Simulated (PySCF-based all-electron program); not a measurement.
Forces on MgF₂, singlet in several shapes

All-electron Kohn–Sham DFT on the free molecule, computed near the basis limit with an in-house program on PySCF integrals; the spin-free Dirac equation, no spin–orbit coupling, spin-restricted. Forces are good to about 0.006 eV/Å. Atoms are numbered as listed.

Shape A:

| atom | x (Å) | y (Å) | z (Å) |
| --- | --- | --- | --- |
| Mg | 0.0000 | 0.0000 | 0.0000 |
| F | 0.0000 | 0.0000 | 1.7700 |
| F | 0.0000 | 0.0000 | -1.7700 |

r2SCAN forces:

```csv
atom,Fx,Fy,Fz (eV/Å)
Mg1,0.000,0.000,0.000
F2,0.000,0.000,-0.528
F3,0.000,0.000,0.528
```

Shape B:

```xyz
3

Mg    0.0000    0.0000    0.0000
F     0.0000    0.0000    1.9470
F     0.0000    0.0000   -1.7700
```

Against shape A, Mg1–F2 goes from 1.770 to 1.947 Å.

PBE forces:

```
atom     Fx     Fy  Fz (eV/Å)
 Mg1  0.000  0.000      2.071
  F2  0.000  0.000     -2.379
  F3  0.000  0.000      0.307
```

Q: What forces does r2SCAN give in shape B?

A: The forces move by 0.251 eV/Å (r.m.s. over the atoms) from PBE.

```
atom     Fx     Fy  Fz (eV/Å)
 Mg1  0.000  0.000      2.038
  F2  0.000  0.000     -2.668
  F3  0.000  0.000      0.631
```
